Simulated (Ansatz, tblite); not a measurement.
Removing an electron: [BH4]- (BH4⁻). The state is a singlet with charge -1. Geometry: PBE0-D4/def2-TZVPD. Ansatz, gas phase; energy differences of separate SCF runs; the oxidised species was run as a doublet alone.

Cartesian coordinates in Å:
```
B 0.000 0.000 0.000
H -0.744 0.608 0.783
H -0.683 -0.710 -0.752
H 0.782 -0.714 0.644
H 0.645 0.816 -0.675
```

The xTB rows come from tblite. Correlated methods freeze 1 core orbital.

```json
{"level": "GFN1-xTB", "−HOMO (eV)": "4.39", "vertical IE (eV)": "8.32", "−LUMO (eV)": "-5.18", "HOMO–LUMO gap (eV)": "9.57"}
{"level": "GFN2-xTB", "−HOMO (eV)": "4.09", "vertical IE (eV)": "7.43", "−LUMO (eV)": "-12.47", "HOMO–LUMO gap (eV)": "16.56"}
{"level": "HF/def2-TZVPPD", "−HOMO (eV)": "–", "vertical IE (eV)": "3.66", "−LUMO (eV)": "–", "HOMO–LUMO gap (eV)": "–"}
{"level": "PBE-D4/def2-TZVPD", "−HOMO (eV)": "0.65", "vertical IE (eV)": "4.17", "−LUMO (eV)": "-3.82", "HOMO–LUMO gap (eV)": "4.47"}
{"level": "r2SCAN-D4/def2-TZVPD", "−HOMO (eV)": "0.93", "vertical IE (eV)": "4.21", "−LUMO (eV)": "-4.74", "HOMO–LUMO gap (eV)": "5.67"}
{"level": "PBE0-D4/def2-TZVPD", "−HOMO (eV)": "1.93", "vertical IE (eV)": "4.35", "−LUMO (eV)": "-4.16", "HOMO–LUMO gap (eV)": "6.08"}
{"level": "MP2/def2-TZVPPD", "−HOMO (eV)": "–", "vertical IE (eV)": "4.61", "−LUMO (eV)": "–", "HOMO–LUMO gap (eV)": "–"}
{"level": "CCSD/def2-TZVPPD", "−HOMO (eV)": "–", "vertical IE (eV)": "4.59", "−LUMO (eV)": "–", "HOMO–LUMO gap (eV)": "–"}
{"level": "CCSD(T)/def2-TZVPPD", "−HOMO (eV)": "–", "vertical IE (eV)": "4.62", "−LUMO (eV)": "–", "HOMO–LUMO gap (eV)": "–"}
```

Relaxing the oxidised species (PBE0-D4/def2-TZVPD) changes its energy by -1.35 eV at PBE0-D4/def2-TZVPD, so the adiabatic ionisation energy to this nearest minimum is 3.00 eV. At PBE-D4/def2-TZVPD it is 3.00 eV.    Raw xTB energy differences between charge states are shifted by several eV; the methods need an empirical correction for them.
